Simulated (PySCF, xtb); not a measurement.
CH, SMILES [CH] (connectivity only; charge and spin as stated), charge +1, multiplicity 1.

GFN2-xTB (xtb 6.7.1) at its own geometry gives an orbital gap of 0.51 eV.

Coordinates come from a PBE0-D3(BJ)/def2-TZVPD optimisation.

What does PySCF with r2SCAN/def2-TZVPD give? (The exact figures need the calculation; the answer reports its results.)

gap 2.95 eV (levels -18.58 and -15.63 eV).
